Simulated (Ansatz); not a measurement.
**[OH···H···H], doublet: the ladder up to full CI**

Geometry: a point of a hydrogen-transfer path between rigid fragments, not a stationary point.

```yaml
atoms:
  - { symbol: O, position_ang: [-0.1566, -0.0491, 0.0000] }
  - { symbol: H, position_ang: [-0.4059, 0.8775, 0.0000] }
  - { symbol: H, position_ang: [0.8704, -0.0491, 0.0000] }
  - { symbol: H, position_ang: [2.0204, -0.0491, 0.0000] }
```

Basis 6-31G; Ansatz 0.2.0. Correlated methods freeze the noble-gas cores, which leaves 9 electrons in 14 orbitals. Prefix R: restricted or restricted open-shell reference; prefix U: unrestricted. Active spaces: valence = (9e, 7o) chosen from the atoms' valence shells; pair = (3e, 3o) about the gap.

Full CI is exact within this basis and frozen core; it isn't the basis-set limit. The frozen core follows each run's orbitals, which can shift R against U totals by a few meV.

For open shells CISD and CISDTQ are restricted-active-space CI with the open shells as a complete middle space.

The UHF ⟨S²⟩ is 0.763 and the T1 diagnostic (RCCSD) is 0.0210. The largest doubles amplitude (RCCSD) is 0.053. The T1 diagnostic (UCCSD) is 0.0118.

```tsv
level	E − E(RHF) (eV)
UHF	-0.0861
RMP2	-3.6731
UMP2	-3.6697
RCCSD	-3.8883
UCCSD	-3.8895
RCCSD(T)	-3.9234
UCCSD(T)	-3.9243
```

(1) Estimate how far full CI in 6-31G lies from RCCSD(T). The table doesn't fix it; the size of (T) and the diagnostics are the guide.

(1) Full CI in 6-31G lies 18 meV below RCCSD(T), which is 50 % of the (T) step (-35 meV). The diagnostics give no warning, yet the rest is a sizeable part of (T).

The other levels:

```json
{"level": "CISD", "E − E(full CI) (meV)": "220", "share of correlation (%)": "94.42", "wall time": "0.3 s"}
{"level": "BCCD(T)", "E − E(full CI) (meV)": "17", "share of correlation (%)": "99.57", "wall time": "0.42 s"}
{"level": "RCCSDT", "E − E(full CI) (meV)": "13", "share of correlation (%)": "99.67", "wall time": "–"}
{"level": "UCCSDT", "E − E(full CI) (meV)": "13", "share of correlation (%)": "99.67", "wall time": "–"}
{"level": "CISDTQ", "E − E(full CI) (meV)": "6", "share of correlation (%)": "99.85", "wall time": "1.3 s"}
{"level": "RCCSDT(Q)", "E − E(full CI) (meV)": "-1", "share of correlation (%)": "100.01", "wall time": "2.2 s"}
{"level": "UCCSDT(Q)", "E − E(full CI) (meV)": "0", "share of correlation (%)": "100.01", "wall time": "2 s"}
{"level": "RCCSDTQ", "E − E(full CI) (meV)": "0", "share of correlation (%)": "99.99", "wall time": "17 s"}
{"level": "UCCSDTQ", "E − E(full CI) (meV)": "0", "share of correlation (%)": "99.99", "wall time": "17 s"}
{"level": "CASSCF (pair space)", "E − E(full CI) (meV)": "3243", "share of correlation (%)": "17.72", "wall time": "–"}
{"level": "NEVPT2 (pair space)", "E − E(full CI) (meV)": "167", "share of correlation (%)": "95.76", "wall time": "0.12 s"}
{"level": "MRCISD (pair space)", "E − E(full CI) (meV)": "165", "share of correlation (%)": "95.82", "wall time": "–"}
{"level": "MRCISD+Q (pair space)", "E − E(full CI) (meV)": "51", "share of correlation (%)": "98.71", "wall time": "0.24 s"}
{"level": "CASSCF (valence space)", "E − E(full CI) (meV)": "2304", "share of correlation (%)": "41.55", "wall time": "–"}
{"level": "NEVPT2 (valence space)", "E − E(full CI) (meV)": "313", "share of correlation (%)": "92.07", "wall time": "0.45 s"}
{"level": "MRCISD (valence space)", "E − E(full CI) (meV)": "85", "share of correlation (%)": "97.84", "wall time": "–"}
{"level": "MRCISD+Q (valence space)", "E − E(full CI) (meV)": "28", "share of correlation (%)": "99.29", "wall time": "0.87 s"}
```

The correlation energy at full CI, counted from RHF, is -3.941 eV. That run took 7 s on 1 thread of Arm Neoverse V1, shared host over 1,003,332 determinants.

Times hold each run's SCF and search for its determinant on a shared host, so for small cases they say little of a method's own cost; they ran on 1 thread of Arm Neoverse V1.

The full-CI state has the irrep A' of Cs, in the program's axes.

Natural occupations of full CI about the gap: 1.988 1.980 1.969 1.964 1.002 0.030 0.028 0.018 0.012 0.003; effectively unpaired electrons, Σ n²(2−n)², 1.02.
